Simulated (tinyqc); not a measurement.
Worked calculation: FCI on RHF in the sto-6g basis, for OH-, spin multiplicity 1. The basis has no diffuse functions, so it cannot describe the extra electron: this is an exercise in the method, not the real anion. One step of it, computed by the program tinyqc.

Question. Integrals over molecular orbitals. (pq|rs) = sum C_ip C_jq C_kr C_ls (ij|kl), one index at a time.

coefficients C:
```
              MO1        MO2        MO3        MO4       MO5        MO6
1O 1s    0.996620  -0.224258   0.105204   0.000000  0.000000   0.084566
1O 2s    0.015295   0.855621  -0.591975   0.000000  0.000000  -0.590454
1O 2px   0.000000   0.000000   0.000000  -0.042775  0.999085   0.000000
1O 2py   0.000000   0.000000   0.000000   0.999085  0.042775   0.000000
1O 2pz   0.002876   0.067441   0.551713   0.000000  0.000000  -0.966388
2H 1s   -0.004494   0.272850   0.663183   0.000000  0.000000   1.043165
```

core Hamiltonian H = T + V (hartree):
```
             1O 1s      1O 2s     1O 2px     1O 2py     1O 2pz      2H 1s
1O 1s   -32.478354  -7.173796   0.000000   0.000000  -0.016092  -1.694378
1O 2s    -7.173796  -8.698021   0.000000   0.000000  -0.179693  -3.460298
1O 2px    0.000000   0.000000  -6.968029   0.000000   0.000000   0.000000
1O 2py    0.000000   0.000000   0.000000  -6.968029   0.000000   0.000000
1O 2pz   -0.016092  -0.179693   0.000000   0.000000  -7.090727  -2.427964
2H 1s    -1.694378  -3.460298   0.000000   0.000000  -2.427964  -4.695108
```

Two-electron integrals (ij|kl) in chemists' order, unique and non-zero (hartree):
```
(11|11) 4.787491   (21|11) 0.675884   (21|21) 0.121505   (22|11) 1.117379
(22|21) 0.249212   (22|22) 0.817383   (31|31) 0.025762   (32|31) 0.039145
(32|32) 0.180664   (33|11) 1.117381   (33|21) 0.249212   (33|22) 0.817382
(33|33) 0.880663   (41|41) 0.025762   (42|41) 0.039145   (42|42) 0.180664
(43|43) 0.047461   (44|11) 1.117381   (44|21) 0.249212   (44|22) 0.817382
(44|33) 0.785741   (44|44) 0.880663   (51|51) 0.025762   (52|51) 0.039145
(52|52) 0.180664   (53|53) 0.047461   (54|54) 0.047461   (55|11) 1.117381
(55|21) 0.249212   (55|22) 0.817382   (55|33) 0.785741   (55|44) 0.785741
(55|55) 0.880663   (61|11) 0.169187   (61|21) 0.029141   (61|22) 0.058426
(61|33) 0.058300   (61|44) 0.058300   (61|51) 0.001422   (61|52) 0.002771
(61|55) 0.058680   (61|61) 0.007124   (62|11) 0.396887   (62|21) 0.089687
(62|22) 0.323914   (62|33) 0.318643   (62|44) 0.318643   (62|51) 0.007148
(62|52) 0.051905   (62|55) 0.334457   (62|61) 0.021604   (62|62) 0.157225
(63|31) 0.010149   (63|32) 0.056504   (63|53) 0.010800   (63|63) 0.022711
(64|41) 0.010149   (64|42) 0.056504   (64|54) 0.010800   (64|64) 0.022711
(65|11) 0.279664   (65|21) 0.064116   (65|22) 0.247003   (65|33) 0.235757
(65|44) 0.235757   (65|51) 0.014683   (65|52) 0.094264   (65|55) 0.269494
(65|61) 0.016182   (65|62) 0.145812   (65|65) 0.156625   (66|11) 0.527293
(66|21) 0.121361   (66|22) 0.499651   (66|33) 0.479489   (66|44) 0.479489
(66|51) 0.013010   (66|52) 0.127466   (66|55) 0.539974   (66|61) 0.029570
(66|62) 0.301691   (66|65) 0.319829   (66|66) 0.774999
```

Give: one-electron integrals over orbitals h = C^T H C; Two-electron integrals over orbitals.

Answer.

one-electron integrals over orbitals h = C^T H C (hartree):
```
          1        2        3        4        5        6
1  -32.4644   0.5903  -0.2751   0.0000   0.0000  -0.2295
2    0.5903  -7.1478   0.7093   0.0000   0.0000   1.1148
3   -0.2751   0.7093  -5.9180   0.0000   0.0000   1.3341
4    0.0000   0.0000   0.0000  -6.9680   0.0000   0.0000
5    0.0000   0.0000   0.0000   0.0000  -6.9680   0.0000
6   -0.2295   1.1148   1.3341   0.0000   0.0000  -5.6230
```

Two-electron integrals over orbitals (pq|rs), unique and non-zero (hartree):
```
(11|11) 4.7615    (21|11) -0.4334   (21|21) 0.0633    (22|11) 1.0182
(22|21) -0.0156   (22|22) 0.7271    (31|11) 0.2102    (31|21) -0.0295
(31|22) 0.0135    (31|31) 0.0243    (32|11) -0.1956   (32|21) 0.0097
(32|22) -0.0202   (32|31) 0.0106    (32|32) 0.1502    (33|11) 0.8487
(33|21) -0.0093   (33|22) 0.6466    (33|31) -0.0031   (33|32) -0.0328
(33|33) 0.6717    (41|41) 0.0267    (42|41) 0.0326    (42|42) 0.1460
(43|41) -0.0145   (43|42) -0.0537   (43|43) 0.0481    (44|11) 1.1171
(44|21) -0.0117   (44|22) 0.7485    (44|31) 0.0054    (44|32) -0.1005
(44|33) 0.6483    (44|44) 0.8807    (51|51) 0.0267    (52|51) 0.0326
(52|52) 0.1460    (53|51) -0.0145   (53|52) -0.0537   (53|53) 0.0481
(54|54) 0.0475    (55|11) 1.1171    (55|21) -0.0117   (55|22) 0.7485
(55|31) 0.0054    (55|32) -0.1005   (55|33) 0.6483    (55|44) 0.7857
(55|55) 0.8807    (61|11) 0.1753    (61|21) -0.0279   (61|22) -0.0014
(61|31) -0.0016   (61|32) -0.0237   (61|33) 0.0139    (61|44) 0.0043
(61|55) 0.0043    (61|61) 0.0326    (62|11) -0.2390   (62|21) 0.0053
(62|22) -0.1138   (62|31) -0.0178   (62|32) -0.0166   (62|33) -0.0140
(62|44) -0.1226   (62|55) -0.1226   (62|61) 0.0179    (62|62) 0.1097
(63|11) -0.2642   (63|21) 0.0038    (63|22) -0.0925   (63|31) 0.0046
(63|32) 0.1189    (63|33) -0.0649   (63|44) -0.1468   (63|55) -0.1468
(63|61) -0.0101   (63|62) 0.0440    (63|63) 0.1570    (64|41) -0.0110
(64|42) -0.0433   (64|43) -0.0066   (64|64) 0.0387    (65|51) -0.0110
(65|52) -0.0433   (65|53) -0.0066   (65|65) 0.0387    (66|11) 0.9505
(66|21) -0.0105   (66|22) 0.6868    (66|31) 0.0163    (66|32) 0.0364
(66|33) 0.6488    (66|44) 0.6661    (66|55) 0.6661    (66|61) -0.0109
(66|62) -0.0891   (66|63) -0.0341   (66|66) 0.7271
```
